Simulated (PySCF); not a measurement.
allene (C3H4), SMILES C=C=C. Atoms are numbered in the order given.

```xyz
7

C      0.0000     0.0000     1.2993
C      0.0000     0.0000     0.0000
C      0.0000     0.0000    -1.2993
H      0.6566    -0.6566     1.8603
H     -0.6566     0.6566     1.8603
H      0.6566     0.6566    -1.8603
H     -0.6566    -0.6566    -1.8603
```

Geometry: PBE0-D3(BJ)/def2-TZVP.

Computed with PBE/pcJ-1 run with PySCF.

Isotropic couplings with Fermi-contact, spin-dipole and both spin-orbit terms, one fixed conformer, no vibrational averaging. Isotopes: 13C, 1H.

Question: Estimate the spin–spin coupling constants. (Estimate from the structure and the level; the computed values follow.)

Answer: 
| pair | bonds apart | J (Hz) |
|---|---|---|
| C1–C2 | 1 | 104.5 |
| C1–H4 | 1 | 162.2 |
| C1–H5 | 1 | 162.2 |
| C2–C3 | 1 | 104.5 |
| C3–H6 | 1 | 162.2 |
| C3–H7 | 1 | 162.2 |
| C1–C3 | 2 | 9.8 |
| C2–H4 | 2 | -2.0 |
| C2–H5 | 2 | -2.0 |
| C2–H6 | 2 | -2.0 |
| C2–H7 | 2 | -2.0 |
| H4–H5 | 2 | -11.7 |
| H6–H7 | 2 | -11.7 |
| C1–H6 | 3 | 5.9 |
| C1–H7 | 3 | 5.9 |
| C3–H4 | 3 | 5.9 |
| C3–H5 | 3 | 5.9 |
| H4–H6 | 4 | -7.4 |
| H4–H7 | 4 | -7.4 |
| H5–H6 | 4 | -7.4 |
| H5–H7 | 4 | -7.4 |
